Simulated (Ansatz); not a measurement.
Cost and result for the atomization energy of C4H4F2 (`C=C/C(F)=C/F`) (10 atoms, 9 bonds).

Z-matrix (Å, degrees):
```
C
C 1 1.331
H 1 1.082 2 120.9
H 1 1.083 2 121.4 3 -180.0
C 2 1.442 1 124.0 3 -180.0
H 2 1.085 1 120.7 3 -0.0
C 5 1.332 2 123.8 1 180.0
F 5 1.335 2 116.7 1 -0.0
F 7 1.327 5 122.2 2 -180.0
H 7 1.081 5 123.0 2 -0.0
```

Charge 0, multiplicity 1. Geometry: relaxed with PBE0-D4/def2-TZVP. It is one conformer, not always the lowest. Program: Ansatz. All runs use 4 threads of a server CPU on a shared host. Times are those of one run each, without the atoms' runs, and a repeat can differ threefold. Electronic energies, without spin–orbit coupling; frozen cores. CCSD(T)/CBS adds CCSD(T) − MP2 in def2-TZVPP to the MP2 limit, and its time is that of the two runs behind it. T1 = 0.012; the RHF reference is unstable towards UHF. B3LYP takes the VWN-RPA correlation (the form of Gaussian; ORCA's B3LYP/G).

CCSD(T)/CBS is a level of theory with its own doubt, some kJ/mol a heavy atom from the limit and from the frozen cores, so smaller differences don't rank the functionals.

| level | functions | wall time | atomization (kcal/mol) | difference from CCSD(T)/CBS | per bond |
| --- | --- | --- | --- | --- | --- |
| PBE-D4/def2-TZVPP (with forces) | 242 | 1.9 s | 1069.9 | 46.1 | 5.1 |
| PBE0-D4/def2-TZVPP | 242 | 2.2 s | 1039.1 | 15.3 | 1.7 |
| r2SCAN-D4/def2-TZVPP (with forces) | 242 | 3.2 s | 1034.4 | 10.6 | 1.2 |
| B3LYP-D4/def2-TZVPP (with forces) | 242 | 3.5 s | 1028.0 | 4.2 | 0.5 |
| B2PLYP/def2-TZVPP | 242 | 4.8 s | 1018.4 | -5.4 | -0.6 |
| ωB97X-V/def2-TZVPP | 242 | 5 s | 1025.8 | 2.0 | 0.2 |
| ωB97M-V/def2-TZVPP (with forces) | 242 | 7.5 s | 1029.1 | 5.3 | 0.6 |
| MP2/def2-QZVPP | 462 | 20 s | 1042.5 | 18.7 | 2.1 |
| CCSD(T)/def2-TZVPP | 242 | 2.2 min | 998.1 | -25.7 | -2.9 |
| CCSD(T)/CBS(def2) | – | 2.5 min | 1023.8 | 0.0 | 0.0 |

The D4 term adds +6.6 kcal/mol with B3LYP and +3.4 kcal/mol with PBE0; it sums over pairs of atoms, weighted by their polarisabilities, and B3LYP, whose exchange is more repulsive, gets the larger term. In def2-TZVPP, CCSD(T) changes the Hartree–Fock value by +261.9 kcal/mol (the triples alone add +20.0 kcal/mol) and MP2 by +291.0 kcal/mol; breaking electron pairs costs correlation energy, which Hartree–Fock lacks. From PBE to PBE0 (25 % exact exchange), in def2-TZVPP and without D4, the atomization energy moves by −30.2 kcal/mol: exact exchange takes away binding that semilocal exchange gives to molecules.
